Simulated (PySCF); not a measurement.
Boranamine, BH4N.
Numbering: `[BH2:1][NH2:2]` (hydrogens: H3, H4 on B1; H5, H6 on N2)

Level: wB97X-D/pcSseg-2 in PySCF, non-relativistic, on one gas-phase PBE0-D3(BJ)/def2-TZVP geometry that isn't relaxed in the solvent. The solvent is an IEF-PCM continuum (van der Waals radii × 1.2). Only the electrostatic response of the medium enters.

Gas phase at wB97X-D/pcSseg-2: HOMO -10.64 eV, LUMO 1.94 eV, dipole 1.93 D.

Question: What does the continuum do to the energy, the frontier levels and the dipole at wB97X-D/pcSseg-2 in chloroform?

Answer: 
| solvent | ε | E(solvent) − E(gas) (kcal/mol) | polarisation term (kcal/mol) | distortion of the solute (kcal/mol) | HOMO (eV) | LUMO (eV) | dipole (D) |
| --- | --- | --- | --- | --- | --- | --- | --- |
| chloroform | 4.711 | -2.29 | -2.55 | 0.26 | -10.52 | 1.88 | 2.29 |

The first energy column is the sum of the next two and covers electrostatics alone.

Question: Which radius a makes the point-dipole formula ΔE = −[(ε − 1)/(2ε + 1)]·μ²/a³ give the value in chloroform, with the gas-phase dipole?

Answer: μ = 0.758 au and |ΔE| = 0.00365 Eh give a = 2.02 Å; the farthest nucleus lies 1.64 Å from the centroid of the nuclei. The formula assumes a rigid point dipole at the centre of a sphere.

Note: wB97X-D ran without an empirical dispersion term, which enters the total energy and its gradient alone.
